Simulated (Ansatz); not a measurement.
Energy needed to pull apart C2O (SMILES C1#CO1), singlet, into free ground-state atoms, from the structure below (at a frame of a short PBE0-D4/def2-SVP trajectory); no zero-point or spin–orbit terms; open-shell atoms are treated unrestricted, in their ground-state multiplicity.

```
atom    x (Å)    y (Å)    z (Å)
  C1   0.8330  -0.2594   0.1953
  C2  -0.2160   0.7821  -0.0090
  O3  -0.4381  -0.5555  -0.2343
```

Program: Ansatz 0.2.0. Basis: def2-TZVPP. Cores are frozen in the correlated methods.

```
   method  atomization energy (kJ/mol)
   PBE-D4                            ?
r2SCAN-D4                         1164
  PBE0-D4                         1177
  wB97M-V                         1186
       HF                          615
      MP2                            ?
     CCSD                         1069
  CCSD(T)                         1123
```

Question: What does MP2 give? (An estimate is asked for; the value comes from the calculation.)

Answer: Computed: 1184 kJ/mol, which is about 61 kJ/mol more than CCSD(T)/def2-TZVPP.

Question: What does PBE-D4 give? (An estimate is asked for; the value comes from the calculation.)

Answer: Computed: 1268 kJ/mol, which is about 145 kJ/mol more than CCSD(T)/def2-TZVPP.

In triple zeta the MP2 and coupled-cluster atomization energies are still short of their basis limit by a few kcal/mol a bond, whereas those of the functionals are nearly converged, so these differences are not deviations from converged CCSD(T).

T1 diagnostic: at most 0.021. The restricted Hartree–Fock reference is unstable towards an unrestricted one here.

For scale, one of the runs: CCSD(T)/def2-TZVPP forces, 93 basis functions, launched by `ansatz run in.yaml --threads 2 --pin off --events-out ev --progress --plain --max-ram 3481MiB`. Hardware: 2 CPU threads of an Intel Xeon, shared host. Wall time about 20 s.
